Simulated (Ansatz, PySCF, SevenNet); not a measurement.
How the lattice constant a of zinc-blende AlN (metastable phase) moves with the method

No measured value is used here.

```json
[
 {"level (code)": "SevenNet-0", "value (Å)": "4.400"},
 {"level (code)": "LDA (Ansatz)", "value (Å)": "4.342"},
 {"level (code)": "PBE (Ansatz)", "value (Å)": "[?]"},
 {"level (code)": "r²SCAN (Ansatz)", "value (Å)": "4.370"},
 {"level (code)": "r²SCAN0 (Ansatz)", "value (Å)": "[?]"},
 {"level (code)": "MP2 (PySCF)", "value (Å)": "4.388 ± 0.02"},
 {"level (code)": "CCSD (PySCF)", "value (Å)": "4.372 ± 0.02"}
]
```

Problem. Complete the blanks.

Solution. 
- PBE (Ansatz, an electronic-structure program), value (Å): 4.403
- r²SCAN0 (Ansatz), value (Å): 4.348

A ± on a computed value is a rough bar: the spread of its extrapolation, a floor set from checks against published values, or a statistical error. Cutoffs and k meshes differ between the levels. Ansatz's density-functional and Hartree–Fock values are scalar-relativistic unless marked +SOC, with PAW data made under PBE.

Machine-learned potentials (SevenNet-0) are trained on DFT data: a solid inside that data is no test of them.
